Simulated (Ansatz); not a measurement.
# AlH3S: test of scalar relativity in Python

A script is to give a test of scalar relativity; the system is AlH3S. SMILES: [AlH2][SH].

All numbers are computed with Ansatz 0.2.0 through its Python package. The levels of theory stand in the script.

## (1) The structure

Bond lengths: Al1–S2 2.223 Å, Al1–H3 1.617 Å, Al1–H4 1.639 Å, S2–H5 1.422 Å. Angles: Al1–S2–H5 90.6°, S2–Al1–H3 123.2°, S2–Al1–H4 117.8°, H3–Al1–H4 118.9°.

Input file alh3s.xyz:

```xyz
5

Al   -0.58020    0.06810   -0.18410
S     1.19150    0.37730    1.12320
H    -1.75290   -0.99390    0.15160
H    -0.74440    1.04000   -1.49380
H     1.93600   -0.56510    0.36160
```

## (2) The script

File x2c.py:

```python
import ansatz
import numpy as np

SETTINGS = {
    'functional': 'HF',
}

system = ansatz.Crystal.molecule_from_extxyz('alh3s.xyz')

base = system.calculation().functional(SETTINGS['functional']).forces()
sets = {'none': 'cc-pVTZ', 'scalar': 'cc-pVTZ-DK'}
found = {kind: base.basis(gaussian=basis).pseudopotentials(relativity=kind).run(threads=1).report for kind, basis in sets.items()}
for kind, each in found.items():
    dipole = 4.803205 * np.linalg.norm(each['charge_distribution']['dipole_moment_e_ang'])
    print(f'{kind:7s} E = {each["free_energy_ev"]:.4f} eV  dipole {dipole:.3f} D  largest force component {np.abs(each["forces_ev_ang"]).max():.4f} eV/A')
print(f'relativity lowers the total energy by {found["none"]["free_energy_ev"] - found["scalar"]["free_energy_ev"]:.3f} eV')
```

## (3) The run

Started as:

```console
> python x2c.py
```

What it wrote:

```text
none    E = -17449.0680 eV  dipole 1.114 D  largest force component 1.4308 eV/A
scalar  E = -17490.2976 eV  dipole 1.100 D  largest force component 1.4264 eV/A
relativity lowers the total energy by 41.230 eV
```

Run time: 2.5 s. Hardware: 1 thread of Intel Xeon at 2.60GHz (Ice Lake), shared host; peak memory 0.25 GiB.

## (4) Run by run

The 2 runs, in the order started:

```tsv
run	basis	relativity	energy (eV)	SCF cycles	CPU time (s)
1	cc-pVTZ	none	-17449.0680	14	0.94
2	cc-pVTZ-DK	scalar	-17490.2976	14	1.1
```

## (5) Outcome

| quantity | value |
| --- | --- |
| relativistic lowering of the total energy | 41.230 eV |
| runs compared | 2 |

**Reading.** The total moves by -41.2 eV, nearly all in the cores, and the dipole from 1.11 to 1.10 D. The geometry is a force-field or estimated start, not a minimum of this method. The basis set changes with the Hamiltonian (a set recontracted for scalar relativity), and most of the change in the total lies in the cores.
